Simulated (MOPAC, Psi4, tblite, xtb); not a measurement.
Dimer C2H4 ··· CH4O (SMILES C=C and CO) at R = 3.41 Å between the centres of mass, closest contact 2.51 Å (a higher rigid-body minimum at GFN2-xTB). Geometry in Å and degrees:

```
C
C 1 1.3246
H 2 1.0833 1 121.73
H 1 1.0833 2 121.73 3 180.00
H 2 1.0833 3 116.54 1 180.00
H 1 1.0833 4 116.54 2 -180.00
H 3 2.5060 2 77.55 5 111.41
O 7 0.9621 3 120.34 2 177.37
C 8 1.4207 7 108.72 3 -69.31
H 9 1.0890 8 106.79 7 -179.97
H 9 1.0957 10 108.35 8 121.03
H 9 1.0957 10 108.35 11 117.94
```

GFN2-xTB (tblite); SAPT0/jun-cc-pVDZ, frozen core (Psi4); revPBE/def2-TZVP, counterpoise-corrected (Psi4); revPBE-D3(BJ)/def2-TZVP, counterpoise-corrected (Psi4); PBE/def2-TZVP, counterpoise-corrected (Psi4); PBE-D3(BJ)/def2-TZVP, counterpoise-corrected (Psi4); HF/aug-cc-pVDZ, counterpoise-corrected (Psi4); MP2/aug-cc-pVDZ = DF-MP2/aug-cc-pVDZ, frozen core, counterpoise-corrected run with Psi4; SCS-MP2/aug-cc-pVDZ = DF-SCS-MP2/aug-cc-pVDZ, frozen core, counterpoise-corrected run with Psi4; PM3, restricted, heats of formation (MOPAC); PM7, restricted, heats of formation (MOPAC); GFN1-xTB (xtb).

Task: What interaction energy does each level give?

Result: 
```tsv
method	E_int / kJ/mol
PBE-D3(BJ)/def2-TZVP	-13.08
revPBE-D3(BJ)/def2-TZVP	-12.16
MP2/aug-cc-pVDZ	-9.43
SAPT0/jun-cc-pVDZ	-7.90
PBE/def2-TZVP	-7.49
GFN2-xTB	-7.29
GFN1-xTB	-7.27
SCS-MP2/aug-cc-pVDZ	-6.71
PM7	-6.22
PM3	-6.02
revPBE/def2-TZVP	-0.54
HF/aug-cc-pVDZ	0.10
```
